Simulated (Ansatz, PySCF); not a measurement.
Potential energy curve for ClF, singlet.

Levels of theory: UHF/cc-pVDZ (PySCF); RHF/cc-pVDZ (PySCF); UKS-r2SCAN = unrestricted r2SCAN/cc-pVDZ (PySCF 2.14.0); RKS-r2SCAN = restricted r2SCAN/cc-pVDZ (PySCF); UKS-TPSSh = PySCF with unrestricted TPSSh/cc-pVDZ; RKS-TPSSh = PySCF 2.14.0 with restricted TPSSh/cc-pVDZ; UKS-LDA (SVWN5) = PySCF with unrestricted LDA (SVWN5)/cc-pVDZ; RKS-LDA (SVWN5) = restricted LDA (SVWN5)/cc-pVDZ (PySCF); UKS-PBE = unrestricted PBE/cc-pVDZ (Ansatz, a first-principles code); RKS-PBE = Ansatz with restricted PBE/cc-pVDZ; UKS-B3LYP/6-31G* = unrestricted B3LYP/6-31G*, spherical d run with PySCF; RKS-B3LYP/6-31G* = restricted B3LYP/6-31G*, spherical d run with PySCF 2.14.0; UKS-B3LYP/3-21G = unrestricted B3LYP/3-21G in PySCF 2.14.0; RKS-B3LYP/3-21G = restricted B3LYP/3-21G in PySCF.

Scanned distances (Å): 1.31, 1.37, 1.47, 1.53, 1.58, 1.62, 1.65, 1.73, 1.79, 1.90, 2.03, 2.19, 2.45, 2.66, 2.90, 3.25, 3.53, 4.01, 4.41, 4.84, 5.62, 6.49.

Q: Where does the unrestricted solution first break spin symmetry (<S²> of 0.01 or more)?

A: UHF: between 1.73 and 1.79 Å; UKS-r2SCAN: between 1.90 and 2.03 Å; UKS-TPSSh: between 1.90 and 2.03 Å; UKS-LDA (SVWN5): between 2.03 and 2.19 Å; UKS-PBE: between 1.90 and 2.03 Å; UKS-B3LYP/6-31G*: between 2.03 and 2.19 Å; UKS-B3LYP/3-21G: between 2.03 and 2.19 Å.

```csv
R / Å,<S²> UHF,E(RHF) − E(UHF) / mEh,<S²> UKS-r2SCAN,E(RKS-r2SCAN) − E(UKS-r2SCAN) / mEh,<S²> UKS-TPSSh,E(RKS-TPSSh) − E(UKS-TPSSh) / mEh,<S²> UKS-LDA (SVWN5),E(RKS-LDA (SVWN5)) − E(UKS-LDA (SVWN5)) / mEh,<S²> UKS-PBE,E(RKS-PBE) − E(UKS-PBE) / mEh,<S²> UKS-B3LYP/6-31G*,E(RKS-B3LYP/6-31G*) − E(UKS-B3LYP/6-31G*) / mEh,<S²> UKS-B3LYP/3-21G,E(RKS-B3LYP/3-21G) − E(UKS-B3LYP/3-21G) / mEh
1.31,0.00,0.0,0.00,0.0,0.00,0.0,0.00,0.0,0.00,0.0,0.00,0.0,0.00,0.0
1.37,0.00,0.0,0.00,0.0,0.00,0.0,0.00,0.0,0.00,0.0,0.00,0.0,0.00,0.0
1.47,0.00,0.0,0.00,0.0,0.00,0.0,0.00,0.0,0.00,0.0,0.00,0.0,0.00,0.0
1.53,0.00,0.0,0.00,0.0,0.00,0.0,0.00,0.0,0.00,0.0,0.00,0.0,0.00,0.0
1.58,0.00,0.0,0.00,0.0,0.00,0.0,0.00,0.0,0.00,0.0,0.00,0.0,0.00,0.0
1.62,0.00,0.0,0.00,0.0,0.00,0.0,0.00,0.0,0.00,0.0,0.00,0.0,0.00,0.0
1.65,0.00,0.0,0.00,0.0,0.00,0.0,0.00,0.0,0.00,0.0,0.00,0.0,0.00,0.0
1.73,0.00,0.0,0.00,0.0,0.00,0.0,0.00,0.0,0.00,0.0,0.00,0.0,0.00,0.0
1.79,0.26,3.2,0.00,0.0,0.00,0.0,0.00,0.0,0.00,0.0,0.00,0.0,0.00,0.0
1.90,0.56,20.1,0.00,0.0,0.00,0.0,0.00,0.0,0.00,0.0,0.00,0.0,0.00,0.0
2.03,0.75,47.7,0.12,0.2,0.03,0.0,0.00,0.0,0.01,0.0,0.00,0.0,0.00,0.0
2.19,0.87,—,0.49,3.6,0.45,2.7,0.31,1.0,0.44,2.5,0.36,2.6,0.36,2.4
2.45,0.96,—,0.81,18.5,0.80,17.4,0.72,—,0.77,10.5,0.78,20.1,0.77,19.7
2.66,0.99,—,0.92,33.1,0.93,32.7,0.86,—,0.89,16.8,0.91,36.7,0.92,36.8
2.90,1.01,—,0.98,—,0.98,48.4,0.94,—,0.96,25.2,0.98,53.5,1.00,54.9
3.25,1.01,—,1.00,—,1.00,65.0,0.99,—,1.00,36.8,1.00,71.9,1.00,74.3
3.53,1.01,—,1.00,—,1.00,73.5,1.00,—,1.00,43.3,1.00,81.9,1.00,84.4
4.01,1.01,—,1.00,—,1.00,81.9,1.00,—,1.00,49.5,1.00,92.0,1.00,95.0
4.41,1.01,—,1.00,—,1.00,85.6,1.00,—,1.00,52.0,1.00,96.6,1.00,99.4
4.84,1.01,—,1.00,—,1.00,87.7,1.00,—,1.00,53.3,1.00,99.4,1.00,101.8
5.62,1.01,—,1.00,—,1.00,89.2,1.00,—,1.00,53.9,1.00,101.9,1.00,103.8
6.49,1.01,—,1.00,—,1.00,90.0,1.00,—,1.00,54.1,1.00,103.4,1.00,105.2
```

A dash means that the run gave no value there, or that the column was ended at a point which the program doubted or which failed a test of continuity chosen for this set; such a test can also cut sound points.
